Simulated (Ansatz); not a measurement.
# BHF₂: single points off equilibrium

The atoms stand at a structure displaced at random from a GFN2-xTB minimum. How far do the functionals agree with CCSD(T) there?

Computed with Ansatz 0.2.0, Gaussian basis. Level: single points in def2-TZVPP.

Correlated methods freeze the cores.

## (1) Starting geometry

SMILES `FBF`, 4 atoms, charge 0, spin multiplicity 1.

Atoms are counted from 1 here; the program's logs count them from 0.

Bond lengths: F1–B2 1.317 Å, B2–F3 1.369 Å, B2–H4 1.296 Å. Angles: F1–B2–F3 127.4°, F1–B2–H4 110.6°, F3–B2–H4 122.0°.

Geometry (Å):

```xyz
4

F     1.1761    0.4385   -0.2802
B    -0.0458    0.0053   -0.0505
F    -1.2199    0.5591   -0.4855
H    -0.0202   -1.0698    0.6731
```

## (2) CCSD(T)/def2-TZVPP

run/in.yaml reads:

```yaml
crystal:
  periodic: [false, false, false]
  atoms:
    - {symbol: F, position_ang: [1.176100, 0.438500, -0.280200]}
    - {symbol: B, position_ang: [-0.045800, 0.005300, -0.050500]}
    - {symbol: F, position_ang: [-1.219900, 0.559100, -0.485500]}
    - {symbol: H, position_ang: [-0.020200, -1.069800, 0.673100]}
basis:
  gaussian: {orbitals: def2-TZVPP}
correlation: {method: ccsd_t}
output: {forces: true}
```

No record of the launch command was kept for these runs.

## (3) PBE0-D4/def2-TZVPP

Edit run/in.yaml of step 2 so:

```diff
@@ -9,3 +9,3 @@
   gaussian: {orbitals: def2-TZVPP}
-correlation: {method: ccsd_t}
-output: {forces: true}
+hamiltonian: {xc: pbe0, dispersion: d4}
+output: {forces: true, orbitals: {seedname: orbitals}}
```

## (4) wB97M-V/def2-TZVPP

Edit run/in.yaml of step 3 so:

```diff
@@ -9,3 +9,3 @@
   gaussian: {orbitals: def2-TZVPP}
-hamiltonian: {xc: pbe0, dispersion: d4}
-output: {forces: true, orbitals: {seedname: orbitals}}
+hamiltonian: {xc: {name: wB97M-V}}
+output: {forces: true}
```

## (5) r2SCAN-D4/def2-TZVPP

Edit run/in.yaml of step 4 so:

```diff
@@ -9,3 +9,3 @@
   gaussian: {orbitals: def2-TZVPP}
-hamiltonian: {xc: {name: wB97M-V}}
+hamiltonian: {xc: r2scan, dispersion: d4}
 output: {forces: true}
```

## (6) PBE-D4/def2-TZVPP

Edit run/in.yaml of step 5 so:

```diff
@@ -9,3 +9,3 @@
   gaussian: {orbitals: def2-TZVPP}
-hamiltonian: {xc: r2scan, dispersion: d4}
+hamiltonian: {xc: pbe, dispersion: d4}
 output: {forces: true}
```

## (7) HSE06-D4/def2-TZVPP

Edit run/in.yaml of step 6 so:

```diff
@@ -9,3 +9,3 @@
   gaussian: {orbitals: def2-TZVPP}
-hamiltonian: {xc: pbe, dispersion: d4}
+hamiltonian: {xc: hse06, dispersion: d4}
 output: {forces: true}
```

## (8) wB97X-V/def2-TZVPP

Edit run/in.yaml of step 7 so:

```diff
@@ -9,3 +9,3 @@
   gaussian: {orbitals: def2-TZVPP}
-hamiltonian: {xc: hse06, dispersion: d4}
+hamiltonian: {xc: {name: wB97X-V}}
 output: {forces: true}
```

(Steps that only read results are left out.)

What does the calculation give? Wanted: energy less free atoms, CCSD(T)/def2-TZVPP; RMS force component; RMS force error; HOMO and LUMO, PBE0-D4; T1 diagnostic.

**Answer**, as computed:

```
                                  quantity                                                                                            value
energy less free atoms, CCSD(T)/def2-TZVPP                                                                                   -1645.6 kJ/mol
                       RMS force component                                                             1.109 to 1.240 eV/Å over the methods
                           RMS force error  PBE0-D4 0.116, wB97M-V 0.021, r2SCAN-D4 0.047, PBE-D4 0.213, HSE06-D4 0.118, wB97X-V 0.050 eV/Å
                    HOMO and LUMO, PBE0-D4                                                                              -10.27 and -0.55 eV
                             T1 diagnostic                                                                                            0.014
```

Against CCSD(T) the functionals' energies less atoms differ by -82.8 to -29.8 kJ/mol, PBE-D4 by -82.8 kJ/mol. A larger basis would deepen the CCSD(T) value, while the functionals are nearly converged already, so the order here is not reliable. The forces of wB97M-V come nearest to CCSD(T), those of PBE-D4 are farthest. Frozen-core CCSD(T) forces in triple zeta carry basis errors of their own, and this is one geometry, so small gaps rank nothing.
